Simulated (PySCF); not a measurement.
# Cl2 (chlorine) at wB97M-V/cc-pVTZ (nlc grid 1)

What is the vertical singlet–triplet gap of Cl2 (chlorine) at wB97M-V/cc-pVTZ (nlc grid 1)? 

The results are computed with PySCF 2.14.0.

## 1. The system as given

The species is Cl2 (2 atoms), meant as a singlet with charge 0. As SMILES, `ClCl`. Geometry: relaxed at GFN2-xTB.

Bond lengths: Cl1–Cl2 2.016 Å.

## 2. A single-point energy at wB97M-V/cc-pVTZ (nlc grid 1)

File input.xyz:

```xyz
2
Cl2
Cl     0.859850    -0.286310     0.440860
Cl    -0.859850     0.286310    -0.440860
```

File run.py:

```python
from pyscf import gto, dft

mol = gto.M(
    atom='input.xyz',
    basis='cc-pvtz',
    max_memory=1860,
    verbose=3,
)

mf = dft.RKS(mol)
mf.xc = 'wb97m-v'
mf.grids.level = 4
mf.conv_tol = 1e-10
mf.nlcgrids.level = 1
mf.kernel()
if not mf.converged:
    mf = mf.newton().run(mf.mo_coeff, mf.mo_occ)

e_tot = mf.e_tot
print('E(%s) = %.9f' % ('WB97M-V', e_tot))
```

Started as:

```console
$ OMP_NUM_THREADS=1 python run.py
```

The program printed:

```text
converged SCF energy = -920.361002932001
E(WB97M-V) = -920.361002932
```

Wall time 14 s (1 thread of Arm Neoverse V1, shared host); peak memory 0.32 GiB.

## 3. The triplet, same level

File run.py:

```python
from pyscf import gto, dft

mol = gto.Mole()
mol.atom = [
    ('Cl', (0.859850, -0.286310, 0.440860)),
    ('Cl', (-0.859850, 0.286310, -0.440860)),
]
mol.spin = 2
mol.verbose = 3
mol.basis = 'cc-pvtz'
mol.max_memory = 1860
mol.build()

mf = dft.UKS(mol, xc='wb97m-v')
mf.conv_tol = 1e-10
mf.grids.level = 4
mf.nlcgrids.level = 1
mf.kernel()
if not mf.converged:
    mf = mf.newton().run(mf.mo_coeff, mf.mo_occ)

e_tot = mf.e_tot
print('Final energy', e_tot)
```

Started as:

```console
$ OMP_NUM_THREADS=1 python run.py
```

The program printed:

```text
WARN: HOMO -0.154904064196117 >= LUMO -0.350828077827286

converged SCF energy = -920.250020442566  <S^2> = 2.0053093  2S+1 = 3.0035375
Final energy -920.250020442566
```

Wall time 20 s (1 thread of Arm Neoverse V1, shared host); peak memory 0.33 GiB.

## 4. What came out

At wB97M-V/cc-pVTZ (nlc grid 1):

| quantity | value |
| --- | --- |
| singlet: total energy | -920.36100 Eh |
| singlet: dipole moment | 0.00 D |
| singlet: HOMO energy | -11.01 eV |
| singlet: LUMO energy | -0.97 eV |
| singlet: HOMO–LUMO gap | 10.04 eV |
| triplet: total energy | -920.25002 Eh |
| triplet: dipole moment | 0.00 D |
| triplet: HOMO energy (highest over α and β) | -7.99 eV |
| triplet: LUMO energy (lowest over α and β) | -3.96 eV |
| triplet: ⟨S²⟩ | 2.005 |
| vertical energy of the triplet above the singlet | 3.020 eV |

**Reading.** At this shape the triplet lies 3.02 eV (70 kcal/mol) above the singlet.
